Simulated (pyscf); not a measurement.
cyclopropane + Br• → •H₂C–CH₂–CH₂–Br, a ring opening by addition (doublet surface; C–C broken, Br–C formed). PySCF, gas phase, ωB97X-D3(BJ)/def2-SVP geometries. Energies in kJ/mol from the separated reactants.

AM1 to PM7: differences of heats of formation from MOPAC. Open shells are spin-unrestricted. 

**Question.** Quick PM6 single points give ΔE‡ = 26.1 kJ/mol and ΔE = -88.1 kJ/mol. What does ωB97M-D3(BJ)/def2-TZVP give, and how far is the quick result from it?

**Answer.** ωB97M-D3(BJ)/def2-TZVP gives ΔE‡ = 47.0 kJ/mol and ΔE = -40.6 kJ/mol. PM6 lies 20.9 kJ/mol under it in the barrier and 47.5 kJ/mol under it in the reaction energy, so on this step it does not hold to within 12.6 kJ/mol. ωB97M-D3(BJ)/def2-TZVP has limits of its own. cyclopropane lies 27.5 kJ/mol over its isomer H₂C=CH–CH₃ (electronic energy, ωB97M-D3(BJ)). This is the saddle that the search found; another between the same sides may lie lower. Left out: the spin-orbit lowering of Br, which is large for Br, Se, Te and I. In the def2 sets elements up to Kr have no core potential.
